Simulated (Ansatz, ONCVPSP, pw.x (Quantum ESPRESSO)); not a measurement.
# What a changed setting does to a pw.x run (bcc Ta)

Potential: optimised norm-conserving Vanderbilt (ONCV), ONCVPSP 4.0.1.1 (patched build), PBEsol; core [Kr] 4d10 4f14, reference 5s2 5p6 5d3 6s2; waves: 5s+6s: rc 1.80 bohr, ncon 4, nbas 8, qcut 7.7 1/bohr, 2 projectors; 5p: rc 1.75 bohr, ncon 3, nbas 6, qcut 10 1/bohr, 2 projectors, debl 1.7 Ha; 5d: rc 1.80 bohr, ncon 4, nbas 8, qcut 6.2 1/bohr, 2 projectors, debl 3.5 Ha; local part: polynomial inside 1.70 bohr (lpopt 5, dvloc0 1 Ha); core correction: Teter function, fcfact 3.25, rcfact 1.8.

The reference run (k-mesh 14³, cutoffs 70/280 Ry, Fermi–Dirac 0.01 Ry, mixing_beta 0.4, conv_thr 1e-9, no spin) gives -1.10 GPa at 17.551 Å³/atom, where all-electron LAPW gives 1.56 GPa. This run, with its own iteration cap, changes degauss to 0.002.

```
&control
  calculation='scf', prefix='x', pseudo_dir='./', outdir='./tmp', tstress=.true., disk_io='none'
/
&system
  ibrav=0, nat=1, ntyp=1, ecutwfc=70, ecutrho=280, nbnd=14,
  occupations='smearing', smearing='fd', degauss=0.002
/
&electrons
  conv_thr=1e-09, mixing_beta=0.4, electron_maxstep=50
/
ATOMIC_SPECIES
Ta 1.0 Ta.UPF
CELL_PARAMETERS angstrom
  -1.63712042 1.63712042 1.63712042
  1.63712042 -1.63712042 1.63712042
  1.63712042 1.63712042 -1.63712042
ATOMIC_POSITIONS crystal
Ta 0.0000 0.0000 0.0000
K_POINTS automatic
14 14 14 0 0 0
```

```bash
pw.x < Ta.scf.in > Ta.scf.out
```

How does the run end?

It converges in 7 iterations; the free energy moves by +33.6 meV/atom and the pressure by +0.01 GPa. In a metal, with Fermi–Dirac smearing, F lies below its zero-width value by a term in the square of the width.

```
Message from routine setup:
     using ibrav=0 with symmetry is DISCOURAGED, use correct ibrav instead
     lattice parameter (alat)  =       5.3585  a.u.
     unit-cell volume          =     118.4400 (a.u.)^3
     number of electrons       =        13.00
     number of Kohn-Sham states=           14
     kinetic-energy cutoff     =      70.0000  Ry
     charge density cutoff     =     280.0000  Ry
     scf convergence threshold =      1.0E-09
     Exchange-correlation= PBESOL
     number of k points=   104  Fermi-Dirac smearing, width (Ry)=  0.0020
     iteration #  1     ecut=    70.00 Ry     beta= 0.40
     total energy              =    -134.86840785 Ry
     estimated scf accuracy    <       0.02404092 Ry
     iteration #  2     ecut=    70.00 Ry     beta= 0.40
     total energy              =    -134.86806095 Ry
     estimated scf accuracy    <       0.00394432 Ry
     iteration #  3     ecut=    70.00 Ry     beta= 0.40
     total energy              =    -134.86861453 Ry
     estimated scf accuracy    <       0.00016105 Ry
     iteration #  4     ecut=    70.00 Ry     beta= 0.40
     total energy              =    -134.86862267 Ry
     estimated scf accuracy    <       0.00000647 Ry
     iteration #  5     ecut=    70.00 Ry     beta= 0.40
     total energy              =    -134.86862442 Ry
     estimated scf accuracy    <       0.00000039 Ry
     iteration #  6     ecut=    70.00 Ry     beta= 0.40
     total energy              =    -134.86862449 Ry
     estimated scf accuracy    <       0.00000002 Ry
     iteration #  7     ecut=    70.00 Ry     beta= 0.40
     the Fermi energy is    18.7831 ev
!    total energy              =    -134.86862450 Ry
     estimated scf accuracy    <          1.9E-10 Ry
     smearing contrib. (-TS)   =      -0.00018687 Ry
     The total energy is F=E-TS. E is the sum of the following terms:
     one-electron contribution =     -14.00843302 Ry
     hartree contribution      =      14.19922988 Ry
     xc contribution           =     -35.65906339 Ry
     ewald contribution        =     -99.40017110 Ry
     convergence has been achieved in   7 iterations
          total   stress  (Ry/bohr**3)                   (kbar)     P=      -10.86
     Message from routine punch:
     Nothing written, as per user request (disk_io='none')
```

The run took about 33 s on one core of a shared host (Neoverse-N1, 64 threads, 124 GiB, load 52).
